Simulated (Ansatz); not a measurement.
Worked example: correlation energy of H2Ge–B, doublet

Geometry: that of the H2Ge–B, quartet, kept fixed.

| atom | x (Å) | y (Å) | z (Å) |
| --- | --- | --- | --- |
| Ge | 0.0000 | 0.0000 | 0.2232 |
| B | 0.0000 | 0.0000 | -1.7074 |
| H | 0.0000 | 1.2593 | 1.1123 |
| H | 0.0000 | -1.2593 | 1.1123 |

Basis cc-pVDZ; Ansatz 0.2.0. Correlated methods freeze the noble-gas cores and the filled d shells of p-block atoms, which leaves 9 electrons in 36 orbitals. R marks a restricted (for open shells ROHF) determinant. No spin–orbit coupling is included, and no scalar relativity.

Full CI isn't at hand for all of this; RCCSDTQ serves as the reference, and is uncertain by about the last step of the cluster series.

The cluster runs stand on a determinant 0.08 eV above the lowest RHF solution, chosen by trial CCSD; the correlation energy below is counted from it.

Runs differ by some tens of microhartree through their thresholds and, for an open shell, their frozen cores, so steps under 0.03 kcal/mol mean nothing.

```tsv
level	total energy (hartree)
RHF determinant under the cluster runs	-2101.001182
RMP2	-2101.148028
RCCSD	-2101.185537
RCCSD(T)	-2101.193395
RCCSDT	-2101.195111
RCCSDT(Q)	-2101.195630
RCCSDTQ	-2101.195678
```

Q: What is the correlation energy at RCCSDTQ, and what share of it do RMP2 and RCCSDT recover?

A: E(corr) = -2101.195678 − (-2101.001182) = -0.194496 hartree = -5.293 eV. RMP2: -0.146846 / -0.194496 = 75.50 %. RCCSDT: -0.193929 / -0.194496 = 99.71 %.

Q: By how many kcal/mol does RCCSD(T) miss RCCSDTQ (1 hartree = 627.509 kcal/mol), and which steps make up the rest?

A: -2101.193395 − (-2101.195678) = 0.002283 hartree = 1.43 kcal/mol. Steps: RCCSDT − RCCSD(T) = -1.08, RCCSDT(Q) − RCCSDT = -0.33, RCCSDTQ − RCCSDT(Q) = -0.03 kcal/mol. With more than one leading determinant such errors change with state and geometry, and needn't cancel in differences.
